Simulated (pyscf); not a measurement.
PySCF, gas phase, ωB97X-D3(BJ)/def2-SVP geometries.

### Question
`[OH][AlH]` [doublet] → `[O]=[Al]` [doublet] + `[H][H]`
Surface: doublet. Broken: Al–H, H–O. Formed: H–H. Give ΔE‡ and ΔE from ωB97M-D3(BJ)/def2-TZVP, relative to the reactant's lowest minimum found.

### Answer
ΔE‡ = 2.43 eV, ΔE = +2.04 eV. Zero-point energy shifts the barrier by -0.13 eV. It is an elimination, with an imaginary mode of 968i cm⁻¹. On the reactant side the descent ends in a point that may be a rotor saddle (no frequency run), 0.05 eV over the lowest minimum found and 2.51 eV under the saddle at ωB97X-D3(BJ)/def2-TZVP. At the saddle there is also a short Al–H contact that neither side keeps. At ωB97X-D3(BJ)/def2-TZVP the barrier from the zero used here is 2.56 eV. This is the saddle that the search found; another between the same sides may lie lower. The term symbol of open-shell O=Al was not checked; spin-orbit terms are left out.
